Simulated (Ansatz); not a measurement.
# Al₂H₃F: how energies converge with the basis set

An exercise on one series of results from a longer session: the logs are not shown, and one member is left open.

Computed with Ansatz 0.2.0, Gaussian basis. Level: one geometry, several basis sets.

Levels to be run: PBE0-D4/def2-SVP; ωB97M-V/def2-SVP; PBE0-D4/def2-QZVPP; ωB97M-V/def2-QZVPP; the functionals' def2-TZVPP values are taken from earlier runs.

### Structure used throughout

All runs share one geometry, relaxed beforehand with PBE0-D4 in a triple-zeta def2 set.

SMILES `[F][AlH][AlH2]`, 6 atoms, charge 0, spin multiplicity 1.

Atoms are counted from 1 here; the program's logs count them from 0.

Bond lengths: F1–Al2 1.658 Å, Al2–Al3 2.606 Å, Al2–H4 1.590 Å, Al3–H5 1.593 Å, Al3–H6 1.590 Å. Angles: F1–Al2–Al3 116.8°, F1–Al2–H4 114.3°, Al3–Al2–H4 129.0°, Al2–Al3–H5 120.6°, Al2–Al3–H6 121.8°, H5–Al3–H6 117.6°.

Set-up of the first run:

in.yaml

```yaml
crystal:
  periodic: [false, false, false]
  atoms:
    - {symbol: F, position_ang: [-0.871395, -2.045008, 1.135744]}
    - {symbol: Al, position_ang: [-0.489098, -1.178506, -0.225450]}
    - {symbol: Al, position_ang: [0.520798, 1.195875, 0.140351]}
    - {symbol: H, position_ang: [-0.801087, -1.933157, -1.589415]}
    - {symbol: H, position_ang: [0.917000, 2.108795, -1.103422]}
    - {symbol: H, position_ang: [0.765883, 1.788100, 1.595991]}
basis:
  gaussian: {orbitals: def2-SVP}
hamiltonian: {xc: pbe0, dispersion: d4}
output: {orbitals: {seedname: orbitals}}
```

On the command line:

```
ansatz run in.yaml --threads 2 --pin off --events-out ev --progress --plain --max-ram 4352MiB
```

Steps of the session up to this table: PBE0-D4 in def2-SVP; ωB97M-V in def2-SVP; PBE0-D4 in def2-QZVPP; ωB97M-V in def2-QZVPP.

One of the session's tables, all rows but one given; the rest of the session is left out.

It belongs to the step «Density functionals: the series». 

| functional | basis | HOMO (eV) | LUMO (eV) |
| --- | --- | --- | --- |
| PBE0-D4 | def2-SVP | -7.17 | -2.84 |
| PBE0-D4 | def2-TZVPP | -7.19 | -2.88 |
| PBE0-D4 | def2-QZVPP | -7.20 | -2.88 |
| ωB97M-V | def2-SVP | -9.04 | -1.10 |
| ωB97M-V | def2-TZVPP | -9.10 | -1.18 |
| ωB97M-V | def2-QZVPP | ? | ? |

Estimate the missing values for ωB97M-V, def2-QZVPP.

The run gave: HOMO (eV): -9.12; LUMO (eV): -1.26. In the column «HOMO (eV)» it is the lowest.
